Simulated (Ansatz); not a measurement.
Dissociation curve of H₂, singlet.

UHF/cc-pVQZ (Ansatz, an electronic-structure program); RKS-PBE = Ansatz with restricted PBE/cc-pVQZ; UKS-CAM-B3LYP = unrestricted CAM-B3LYP/cc-pVQZ run with Ansatz; UKS-PBE = unrestricted PBE/cc-pVQZ in Ansatz.

Energies are in eV, each relative to the lowest point of its own curve near equilibrium.

| R / Å | UHF | RKS-PBE | UKS-CAM-B3LYP | UKS-PBE |
|---|---|---|---|---|
| 0.60 | 0.471 | 0.549 | 0.522 | 0.549 |
| 0.65 | 0.164 | 0.216 | 0.197 | 0.216 |
| 0.68 | 0.063 | 0.099 | 0.086 | 0.099 |
| 0.70 | 0.024 | 0.048 | 0.039 | 0.048 |
| 0.73 | 0.000 | 0.007 | 0.003 | 0.007 |
| 0.75 | 0.005 | 0.000 | 0.000 | 0.000 |
| 0.77 | … | 0.006 | 0.011 | 0.006 |
| 0.80 | 0.074 | 0.039 | 0.049 | 0.039 |
| 0.82 | 0.122 | 0.073 | 0.087 | 0.073 |
| 0.86 | … | 0.167 | … | 0.167 |
| 0.92 | 0.473 | 0.357 | 0.394 | 0.357 |
| 1.01 | 0.894 | 0.713 | 0.773 | 0.713 |
| 1.12 | 1.473 | 1.207 | 1.299 | 1.207 |
| 1.23 | 2.074 | 1.721 | 1.846 | 1.721 |
| 1.33 | 2.519 | 2.180 | 2.340 | 2.180 |
| 1.50 | 3.006 | 2.912 | 3.125 | 2.912 |
| 1.67 | 3.281 | 3.562 | 3.701 | 3.550 |
| 1.86 | 3.448 | 4.185 | 4.113 | 4.001 |
| 1.99 | … | 4.551 | 4.296 | 4.186 |
| 2.22 | … | 5.089 | 4.495 | 4.372 |
| 2.64 | 3.622 | 5.778 | 4.653 | 4.497 |
| 2.98 | 3.631 | … | 4.699 | 4.526 |

Problem. Some entries are withheld; supply them.

Solution. 
- 0.77, UHF: 0.023
- 0.86, UHF: 0.242
- 0.86, UKS-CAM-B3LYP: 0.190
- 1.99, UHF: 3.515
- 2.22, UHF: 3.580
- 2.98, RKS-PBE: 6.134

The unrestricted determinant behind UHF is spin-contaminated at 1.23 to 2.98 Å (<S²> up to 1.0, against 0.00 for a pure singlet). The restricted form behind RKS-PBE keeps the bonding electrons paired and can't separate into open-shell fragments. The unrestricted determinant behind UKS-CAM-B3LYP is spin-contaminated at 1.50 to 2.98 Å (<S²> up to 1.0, against 0.00 for a pure singlet). The unrestricted determinant behind UKS-PBE is spin-contaminated at 1.67 to 2.98 Å (<S²> up to 1.0, against 0.00 for a pure singlet).
